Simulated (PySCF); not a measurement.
**Working out the ionisation energy of C**

C [He] 2s2 2p2 (3P) → C+ [He] 2s2 2p1 (2P). Calculation: PySCF 2.14, in x2c-SVPall (3s2p1d, 14 functions); the spin-free X2C one-electron Hamiltonian (Gaussian nucleus). Frozen: 1s2. Energies in hartree (1 hartree = 27.21139 eV):

```
            part   C (lower)  C+ (upper)
             UHF  -37.660022  -37.259161
CCSD correlation   -0.069181   -0.066639
             (T)   -0.001009   -0.000736
```

Q: What does Hartree-Fock give?

A: (-37.259161) − (-37.660022) = 0.400861 hartree = 10.908 eV.

Q: What do CCSD and CCSD(T) give?

A: The CCSD correlation energies differ by 0.002542 hartree = 0.069 eV and the triples by 0.000273 hartree = 0.007 eV, so CCSD gives 10.977 eV and CCSD(T) 10.984 eV.

Measured between the centres of the two terms (NIST): 11.262 eV, so CCSD(T) (valence) is off by -0.278 eV.

A double-zeta basis recovers only part of the correlation energy.

What remains against the reference includes basis incompleteness, the frozen core and higher excitations.
